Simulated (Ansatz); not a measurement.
Stepwise reaction of `O[SiH2]O` with hydrogen sulfide, as a gas-phase model of exchange steps in deposition or etching. ΔE in kJ/mol; ΔG adds harmonic PBE0-D4 terms to CCSD(T)/CBS, at 1 bar.

Program: Ansatz. Geometries: PBE0-D4/def2-TZVP. ΔE: electronic, gas phase. CBS: MP2 limit from def2 TZ/QZ plus the TZ coupled-cluster correction, frozen cores. This one scheme is used for every species. Functionals use def2-TZVPP. B3LYP here is the variant with VWN-RPA as its local correlation; programs differ in this. One conformer a species, not always the lowest.

```
step                             reaction  PBE-D4  B3LYP-D4  ωB97M-V  CCSD(T)/CBS  ΔG(600 K)
   1  `O[SiH2]O` + H₂S → `O[SiH2]S` + H₂O    30.8      44.2     44.2         40.8       43.1
```

(1) Give the row of step 2, `O[SiH2]S` + H₂S → `S[SiH2]S` + H₂O. (Best estimate.)

(2) By hand: ΔE of the 2 steps together at CCSD(T)/CBS.

Results:

(1) Computed: 
```tsv
step	reaction	PBE-D4	B3LYP-D4	ωB97M-V	CCSD(T)/CBS	ΔG(600 K)
2	`O[SiH2]S` + H₂S → `S[SiH2]S` + H₂O	30.9	43.2	43.3	38.4	41.8
```

(2) (40.8) + (38.4) = 79.2 kJ/mol, or 39.6 kJ/mol a step.

In ΔE the steps differ by no more than 2.4 kJ/mol. All are uphill at CCSD(T)/CBS. ΔG lies between 41.8 and 43.1 kJ/mol a step. PBE-D4 differs from CCSD(T)/CBS by -10.0 to -7.5 kJ/mol a step. Isolated molecules leave out the surface, adducts and barriers. Largest T1 diagnostic: 0.011.
